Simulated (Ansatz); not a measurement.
`CCCCC(C)(C)C` → `CCCCC(C)C` + `[CH2]` (triplet)  (formal loss of a carbene)

Gas-phase electronic energies from Ansatz, PBE0-D4/def2-TZVP geometries. CCSD(T)/CBS is the MP2 limit (def2-TZVPP, def2-QZVPP) plus CCSD(T) − MP2 in def2-TZVPP, frozen cores. This one scheme is used for every species. DFT in def2-TZVPP. Triplets are unrestricted, without spin–orbit coupling. One conformer a species, not always the lowest.

| level | ΔE (kcal/mol) |
| --- | --- |
| ωB97X-V | 107.8 |
| CCSD(T)/def2-SVP | 102.3 |

Task: What does CCSD(T)/CBS give? (Best estimate.)

Result: Computed: +106.0 kcal/mol. The listed levels differ from it by 1.8, -3.7 kcal/mol.

Largest T1 diagnostic among the species: 0.011.

Leaving LDA and LC-ωPBE aside and taking each functional with its dispersion term where it has one, the values, not all of them listed here, spread over 9.0 kcal/mol, from r2SCAN0-D4 to ωB97X-V. LDA lies +20.0 kcal/mol from PBE without D4. At CCSD(T), def2-SVP lies −3.7 kcal/mol from the extrapolated value and def2-TZVPP −2.5 kcal/mol.
